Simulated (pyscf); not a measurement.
`[OH][SiH2][OH]` + `[NH2]` [doublet] → `[NH2][SiH]([OH])[OH]` + `[H]` [doublet], a substitution at Si (doublet surface; H–Si broken, N–Si formed). Optimised with ωB97X-D3(BJ)/def2-SVP in PySCF. Energies in kJ/mol from the separated reactants.

Small-basis levels: PySCF, no dispersion term, spherical d functions. Open shells are spin-unrestricted. 

Quick HF/6-31G* single points give ΔE‡ = 35.0 kJ/mol and ΔE = -33.0 kJ/mol. What does ωB97M-D3(BJ)/def2-TZVP give, and how far is the quick result from it?

ωB97M-D3(BJ)/def2-TZVP gives ΔE‡ = -10.5 kJ/mol and ΔE = -78.7 kJ/mol. HF/6-31G* lies 45.5 kJ/mol over it in the barrier and 45.7 kJ/mol over it in the reaction energy, so on this step it does not hold to within 12.6 kJ/mol. ωB97M-D3(BJ)/def2-TZVP has limits of its own. On the reactant side the descent ends in a complex, 31.9 kJ/mol under the separated species and 20.9 kJ/mol under the saddle at ωB97X-D3(BJ)/def2-TZVP. At ωB97M-D3(BJ) the saddle lies under the separated reactants, which points to a path from their complex (located at ωB97X-D3(BJ) alone). One saddle was located; it need not be the lowest between these sides. The angle at the attacked Si is 63° (front-side attack).
